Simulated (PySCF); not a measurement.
# Gas-phase thermal properties of Al2F6

Method: PySCF energies (xtb for GFN2) plus ideal-gas RRHO corrections (1 bar). Table values come from the NASA 1993 polynomials. S°(298 K) at PBE0/def2-TZVP differs from the NASA 1993 table for Al2F6 (+7 J/mol/K); whether the harmonic model or the table's entry is off was not settled. 6-31G* has spherical d functions here. All species are closed-shell singlets. B3LYP is the form with VWN-RPA correlation. The harmonic model lacks anharmonicity and excited electronic states, which grow with temperature; levels with a mode under 35 cm⁻¹ are left out. Soft modes under 120 cm⁻¹ make the harmonic entropy rough for Al2F6. The table's entry may be an old estimate for Al2F6 (not checked at source).

| level | point group | σ | ZPE (kJ/mol) | S°298 (J/mol/K) | Cp298 (J/mol/K) | S°1000 (J/mol/K) | H1000 − H298 (kJ/mol) |
|---|---|---|---|---|---|---|---|
| table | - | - | - | 387.3 | 132.8 | 579.9 | 114.6 |
| B3LYP/6-31G* | D2h | 4 | 47.9 | 390.9 | 135.6 | 584.9 | 115.2 |
| GFN2-xTB | D2h | 4 | 41.6 | 413.2 | 143.2 | 612.0 | 117.6 |
| HF/6-31G* | D2h | 4 | 50.4 | 384.9 | 132.7 | 576.8 | 114.2 |
| PBE/def2-SVP | D2h | 4 | 46.3 | 397.0 | 137.3 | 592.2 | 115.8 |
| PBE0/def2-TZVP | D2h | 4 | 47.0 | 393.9 | 136.5 | 588.6 | 115.6 |
σ: rotational symmetry number. Electronic degeneracy used: 1. Frequencies are unscaled.
